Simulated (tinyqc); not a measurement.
Inside a calculation. Method: Hueckel theory of the pi electrons with the omega technique, for the molecule C=C([CH2-])Cl (SMILES; centres numbered as the heavy atoms are written). One step of it, computed by the program tinyqc.

Task: Orbitals, round 1. Diagonalise; E = alpha + x beta with beta < 0, so the largest x are filled first; degenerate levels share their electrons. P = sum n_i c_ri c_si; each orbital has its largest coefficient positive (the first on a tie).

Hueckel matrix in units of beta (H = alpha + beta A), order 1C, 2C, 3C, 4Cl:
$$\begin{pmatrix}
0.000000 & 1.000000 & 0.000000 & 0.000000 \\
1.000000 & 0.000000 & 1.000000 & 0.400000 \\
0.000000 & 1.000000 & 0.000000 & 0.000000 \\
0.000000 & 0.400000 & 0.000000 & 2.000000
\end{pmatrix}$$

pi electrons, sum of z_r less the charge = 6

Give: x values; occupations; coefficients; charge and bond-order matrix P.

Result:

x values: [2.1337, 1.3039, 0.0000, -1.4377]

occupations: [2.0000, 2.0000, 2.0000, 0.0000]

coefficients, order 1C, 2C, 3C, 4Cl:
$$\begin{pmatrix}
0.1454 & 0.4844 & 0.7071 & -0.4942 \\
0.3103 & 0.6316 & 0.0000 & 0.7105 \\
0.1454 & 0.4844 & -0.7071 & -0.4942 \\
0.9281 & -0.3630 & 0.0000 & -0.0827
\end{pmatrix}$$

charge and bond-order matrix P, order 1C, 2C, 3C, 4Cl:
$$\begin{pmatrix}
1.5116 & 0.7022 & -0.4884 & -0.0817 \\
0.7022 & 0.9905 & 0.7022 & 0.1175 \\
-0.4884 & 0.7022 & 1.5116 & -0.0817 \\
-0.0817 & 0.1175 & -0.0817 & 1.9863
\end{pmatrix}$$
